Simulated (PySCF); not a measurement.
Run record: EPR job, `OCC[C-]1C[CH]1` [radical].

Computed with UKS B3LYP, pcH-1 on C H O, non-relativistic, mean-field spin-orbit, GIAO (PySCF 2.14.0). Geometry: GFN2-xTB. The input is one job of a driver script: a line of settings, then coordinates in Å.

Command:
```bash
OMP_NUM_THREADS=1 python probes_run.py task.json out
```

Input:
```
{"job": {"kind": "epr", "basis": "pcH-1"}, "charge": -1, "multiplicity": 2}
O      1.759013    -0.923535    -0.515644
C      1.758878     0.353743     0.080952
C      0.337907     0.934605     0.109347
C     -0.617568    -0.106648     0.633210
C     -2.036651    -0.084536     0.729354
C     -1.418836    -1.033699    -0.253122
H      0.851667    -1.247185    -0.322955
H      2.141874     0.271130     1.114206
H      2.457757     0.983616    -0.490326
H      0.333629     1.831993     0.743048
H      0.083663     1.258485    -0.923591
H     -2.723608     0.721465     0.436495
H     -1.494873    -0.846554    -1.344599
H     -1.433529    -2.113351    -0.048409
```

Output:
```
UKS, coarse grid
  cycle   1  E = -270.29125218  |g| = 5.88e-01
  cycle   2  E = -270.09470837  |g| = 8.95e-01
  cycle   3  E = -270.45249373  |g| = 6.80e-02
  cycle   4  E = -270.45406065  |g| = 3.83e-02
  cycle   5  E = -270.45477551  |g| = 6.80e-03
  cycle   6  E = -270.45479871  |g| = 2.42e-03
  cycle   7  E = -270.45480052  |g| = 2.13e-03
  cycle   8  E = -270.45480324  |g| = 3.87e-04
UKS, final grid
  cycle   1  E = -270.45472872  |g| = 6.01e-04
  cycle   2  E = -270.45472840  |g| = 1.01e-03
  cycle   3  E = -270.45472890  |g| = 1.25e-04
  cycle   4  E = -270.45472891  |g| = 4.64e-05
  cycle   5  E = -270.45472891  |g| = 2.93e-05
E = -270.45472891 Eh   <S^2> = 0.7551 (exact 0.7500)
g shifts (ppm)      1          2          3
  rmc          -147       -147       -147
  gc             37         -9          1
  oz_so           6        239       1134
  total        -104         82        987
hyperfine (MHz)  atom isotope    a_iso     a_fc   dipolar eigenvalues
    0   17O       2.09       2.09     -0.52     -0.07      0.59
    1   13C       7.65       7.65     -1.01     -0.35      1.36
    2   13C      64.69      64.69     -4.77     -2.72      7.49
    3   13C     244.43     244.43    -30.52    -28.18     58.70
    4   13C     315.03     315.03    -36.65    -34.70     71.35
    5   13C      -9.94      -9.94     -6.56     -3.80     10.36
    6    1H      -0.37      -0.37     -4.63     -3.11      7.73
    7    1H      -1.04      -1.04     -2.78     -1.66      4.44
    8    1H      -1.37      -1.37     -1.52     -0.60      2.12
    9    1H       3.72       3.72     -4.03     -3.08      7.11
   10    1H      42.53      42.53     -3.81     -2.76      6.57
   11    1H      57.40      57.40    -16.60     -2.22     18.82
   12    1H     -11.90     -11.90     -5.99     -1.28      7.27
   13    1H      -9.44      -9.44     -4.20     -2.90      7.10
```

rmc, gc and oz_so are the mass-correction, gauge-correction and orbital-Zeeman/spin–orbit parts of the g shift along its three principal axes; a_iso is the isotropic hyperfine coupling and a_fc its Fermi-contact part. Atoms in this output count from 0.

Problem. Get g_iso from the total shifts.

Solution. Their mean is 322 ppm; added to g_e = 2.002319 it gives 2.00264.

Problem. How far is ⟨S²⟩ from the pure-spin value?

Solution. S = 0.5 gives S(S+1) = 0.75; the run has 0.7551, 0.0051 more.

Main results: ⟨S²⟩ 0.755; g_iso 2.0026.

 GFN2-xTB frequencies show an imaginary mode (60i cm⁻¹), so this geometry is no minimum at that level. Whether the extra electron is bound in the gas phase wasn't checked; a finite basis holds it in any case.

Time: 32 s (with the writing of density and orbital grids); peak memory 0.83 GiB. Hardware: one thread, Arm Neoverse V2 (aarch64), shared host with 96 logical CPUs at a one-minute load of 48.

One conformer stands for the species.
Labels such as C1 count atoms from 1, the log's own numbers from 0.
